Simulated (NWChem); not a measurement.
System: Li2; SMILES [Li][Li]

Input file for NWChem:

```
start job
memory heap 200 mb stack 900 mb global 1100 mb
geometry units angstroms noautoz
  Li     0.000000     0.000000    -1.393559
  Li     0.000000     0.000000     1.393559
end
basis spherical
  * library def2-tzvpd
end
dft
  xc hfexch
  iterations 150
  mulliken
end
task dft energy
```

Output (shortened):

```
             Northwest Computational Chemistry Package (NWChem) 7.3.0
             --------------------------------------------------------

 ORDER OF PRIMARY AXIS IS BEING SET TO 4
 D4H symmetry detected

                             Geometry "geometry" -> ""
                             -------------------------

 Output coordinates in angstroms (scale by  1.889725989 to convert to a.u.)

  No.       Tag          Charge          X              Y              Z
 ---- ---------------- ---------- -------------- -------------- --------------
    1 Li                   3.0000     0.00000000     0.00000000    -1.39355900
    2 Li                   3.0000     0.00000000     0.00000000     1.39355900

 Effective nuclear repulsion energy (a.u.)       1.7087885195

      Symmetry information
      --------------------

 Group name             D4h
 Group number             28
 Group order              16
 No. of unique centers     1

  xc_inp: hfexch multiplicative factor not found.

                                 NWChem DFT Module
                                 -----------------

 Summary of "ao basis" -> "ao basis" (spherical)
 ------------------------------------------------------------------------------
       Tag                 Description            Shells   Functions and Types
 ---------------- ------------------------------  ------  ---------------------
 Li                        def2-tzvpd                9       17   5s4p

      Symmetry analysis of basis
      --------------------------

        a1g         9
        a1u         0
        a2g         0
        a2u         9
        b1g         0
        b1u         0
        b2g         0
        b2u         0
        eg          8
        eu          8

            General Information
            -------------------
          SCF calculation type: DFT
          Wavefunction type:  closed shell.
          No. of atoms     :     2
          No. of electrons :     6
           Alpha electrons :     3
            Beta electrons :     3
          Charge           :     0
          Spin multiplicity:     1
          Use of symmetry is: on ; symmetry adaption is: on
          Maximum number of iterations: 150
          AO basis - number of functions:    34
                     number of shells:    18
          Convergence on energy requested:  1.00D-06
          Convergence on density requested:  1.00D-05
          Convergence on gradient requested:  5.00D-04

              XC Information
              --------------
                     Hartree-Fock (Exact) Exchange  1.000

      Superposition of Atomic Density Guess
      -------------------------------------

 Sum of atomic energies:         -14.86530318

      Non-variational initial energy
      ------------------------------

 Total energy =     -14.801963
 1-e energy   =     -22.808976
 2-e energy   =       6.298225
 HOMO         =      -0.159920
 LUMO         =      -0.022320

      Symmetry analysis of molecular orbitals - initial
      -------------------------------------------------

  Numbering of irreducible representations:

     1 a1g         2 a1u         3 a2g         4 a2u         5 b1g
     6 b1u         7 b2g         8 b2u         9 eg         10 eu

  Orbital symmetries:

     1 a1g         2 a2u         3 a1g         4 a2u         5 eu
     6 eu          7 a1g         8 eg          9 eg         10 a2u
    11 a1g        12 eu         13 eu

     ---------------------------------------------
      Total Density - Mulliken Population Analysis
     ---------------------------------------------

    Atom       Charge   Shell Charges
 -----------   ------   -------------------------------------------------------
    1 Li   3     3.00   0.36  1.30  0.32  0.44  0.55  0.00  0.04  0.00 -0.01
    2 Li   3     3.00   0.36  1.30  0.32  0.44  0.55  0.00  0.04  0.00 -0.01

   convergence    iter        energy       DeltaE   RMS-Dens  Diis-err
 ---------------- ----- ----------------- --------- --------- ---------
 d= 0,ls=0.0,diis     1    -14.8694634480 -1.66D+01  1.78D-03  2.94D-03
 d= 0,ls=0.0,diis     2    -14.8706963692 -1.23D-03  1.26D-03  3.92D-04
 d= 0,ls=0.0,diis     3    -14.8709795871 -2.83D-04  3.35D-04  6.84D-06
 d= 0,ls=0.0,diis     4    -14.8709890169 -9.43D-06  8.64D-05  1.89D-07
 d= 0,ls=0.0,diis     5    -14.8709892976 -2.81D-07  6.21D-06  1.18D-09

         Total DFT energy =      -14.870989297613
      One electron energy =      -22.973859081947
           Coulomb energy =        9.953593271660
    Exchange-Corr. energy =       -3.559512006864
 Nuclear repulsion energy =        1.708788519538

 Numeric. integr. density =        0.000000000000

                  Occupations of the irreducible representations
                  ----------------------------------------------

                     irrep           alpha         beta
                     --------     --------     --------
                     a1g               2.0          2.0
                     a1u               0.0          0.0
                     a2g               0.0          0.0
                     a2u               1.0          1.0
                     b1g               0.0          0.0
                     b1u               0.0          0.0
                     b2g               0.0          0.0
                     b2u               0.0          0.0
                     eg                0.0          0.0
                     eu                0.0          0.0

                       DFT Final Molecular Orbital Analysis
                       ------------------------------------

 Vector    1  Occ=2.000000D+00  E=-2.456636D+00  Symmetry=a1g
              MO Center=  0.0D+00,  0.0D+00,  1.8D-17, r^2= 2.1D+00
   Bfn.  Coefficient  Atom+Function         Bfn.  Coefficient  Atom+Function
  ----- ------------  ---------------      ----- ------------  ---------------
     2      0.464178  1 Li s                 19      0.464178  2 Li s
     1      0.170900  1 Li s                 18      0.170900  2 Li s
     3      0.153852  1 Li s                 20      0.153852  2 Li s

 Vector    2  Occ=2.000000D+00  E=-2.456434D+00  Symmetry=a2u
              MO Center= -1.6D-17, -1.6D-17,  2.1D-17, r^2= 2.1D+00
   Bfn.  Coefficient  Atom+Function         Bfn.  Coefficient  Atom+Function
  ----- ------------  ---------------      ----- ------------  ---------------
     2      0.464335  1 Li s                 19     -0.464335  2 Li s
     1      0.170946  1 Li s                 18     -0.170946  2 Li s
     3      0.153915  1 Li s                 20     -0.153915  2 Li s

 Vector    3  Occ=2.000000D+00  E=-1.797961D-01  Symmetry=a1g
              MO Center=  9.3D-33, -9.5D-34,  8.3D-17, r^2= 5.4D+00
   Bfn.  Coefficient  Atom+Function         Bfn.  Coefficient  Atom+Function
  ----- ------------  ---------------      ----- ------------  ---------------
     5      0.309936  1 Li s                 22      0.309936  2 Li s
     4      0.276706  1 Li s                 21      0.276706  2 Li s
    11      0.098057  1 Li pz                28     -0.098057  2 Li pz
     2     -0.095633  1 Li s                 19     -0.095633  2 Li s
     3     -0.091552  1 Li s                 20     -0.091552  2 Li s

 Vector    4  Occ=0.000000D+00  E= 5.397006D-03  Symmetry=a2u
              MO Center= -2.6D-15, -6.5D-14,  2.4D-14, r^2= 2.0D+01
   Bfn.  Coefficient  Atom+Function         Bfn.  Coefficient  Atom+Function
  ----- ------------  ---------------      ----- ------------  ---------------
    17      0.684234  1 Li pz                34      0.684234  2 Li pz
     5      0.501099  1 Li s                 22     -0.501099  2 Li s
     4     -0.198155  1 Li s                 21      0.198155  2 Li s
    11      0.135471  1 Li pz                28      0.135471  2 Li pz
     3      0.054923  1 Li s                 20     -0.054923  2 Li s

 Vector    5  Occ=0.000000D+00  E= 2.836903D-02  Symmetry=eu
              MO Center= -8.4D-16,  4.0D-16, -7.5D-14, r^2= 1.7D+01
   Bfn.  Coefficient  Atom+Function         Bfn.  Coefficient  Atom+Function
  ----- ------------  ---------------      ----- ------------  ---------------
    15      0.429274  1 Li px                32      0.429274  2 Li px
    16     -0.206318  1 Li py                33     -0.206318  2 Li py
     9      0.066644  1 Li px                26      0.066644  2 Li px
     6      0.036613  1 Li px                23      0.036613  2 Li px
    10     -0.032031  1 Li py                27     -0.032031  2 Li py

 Vector    6  Occ=0.000000D+00  E= 2.836903D-02  Symmetry=eu
              MO Center=  1.4D-15,  2.9D-15,  1.2D-15, r^2= 1.7D+01
   Bfn.  Coefficient  Atom+Function         Bfn.  Coefficient  Atom+Function
  ----- ------------  ---------------      ----- ------------  ---------------
    16      0.429274  1 Li py                33      0.429274  2 Li py
    15      0.206318  1 Li px                32      0.206318  2 Li px
    10      0.066644  1 Li py                27      0.066644  2 Li py
     7      0.036613  1 Li py                24      0.036613  2 Li py
     9      0.032031  1 Li px                26      0.032031  2 Li px

     ---------------------------------------------
      Total Density - Mulliken Population Analysis
     ---------------------------------------------

    Atom       Charge   Shell Charges
 -----------   ------   -------------------------------------------------------
    1 Li   3     3.00   0.36  1.30  0.32  0.42  0.53  0.01  0.08  0.00 -0.01
    2 Li   3     3.00   0.36  1.30  0.32  0.42  0.53  0.01  0.08  0.00 -0.01

     -------------------------------------------
      Total Density - Lowdin Population Analysis
     -------------------------------------------

    Atom       Charge   Shell Charges
 -----------   ------   -------------------------------------------------------
    1 Li   3     3.00   0.45  1.06  0.47  0.38  0.50  0.01  0.07  0.00  0.05
    2 Li   3     3.00   0.45  1.06  0.47  0.38  0.50  0.01  0.07  0.00  0.05

     Multipole analysis of the density
     ---------------------------------

     L   x y z        total         alpha         beta         nuclear
     -   - - -        -----         -----         ----         -------
     0   0 0 0     -0.000000     -3.000000     -3.000000      6.000000

     1   1 0 0      0.000000      0.000000      0.000000      0.000000
     1   0 1 0      0.000000      0.000000      0.000000      0.000000
     1   0 0 1      0.000000      0.000000      0.000000      0.000000

     2   2 0 0    -12.487242     -6.243621     -6.243621      0.000000
     2   1 1 0      0.000000      0.000000      0.000000      0.000000
     2   1 0 1      0.000000      0.000000      0.000000      0.000000
     2   0 2 0    -12.487242     -6.243621     -6.243621      0.000000
     2   0 1 1      0.000000      0.000000      0.000000      0.000000
     2   0 0 2     -1.401925    -21.506055    -21.506055     41.610185
```

Level: Hartree-Fock/def2-TZVPD. The geometry was optimised at PBE0/def2-SVP.
